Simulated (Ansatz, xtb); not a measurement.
Barrier height from Cl− + CH3Cl (SMILES CCl) to the transition structure CH3Cl2, without zero-point energy, on the benchmark's geometries as Psi4's copy of the set gives them.
Transition structure (charge -1, multiplicity 1):
```csv
atom,x (Å),y (Å),z (Å)
Cl,2.3226,-0.0001,0.0001
C,-0.0001,0.0005,-0.0005
H,0.0001,-0.7443,-0.7676
H,-0.0003,-0.2914,1.0280
H,0.0001,1.0372,-0.2620
Cl,-2.3225,-0.0001,0.0001
```

Open shells are unrestricted; no spin–orbit coupling.

Codes used: Ansatz (Gaussian basis) for Hartree–Fock, density functionals and correlated methods; xtb for the GFN methods. 

Task: One of these levels gives -3.30 kcal/mol for the barrier height. Which?
A. GFN2-xTB
B. SVWN5/def2-TZVPPD
C. GFN1-xTB
D. PBE/def2-TZVPPD

Result: D, PBE/def2-TZVPPD. The others give 12.08 (GFN1-xTB), 2.60 (GFN2-xTB), -6.20 (SVWN5/def2-TZVPPD)

Ansatz is a first-principles code.
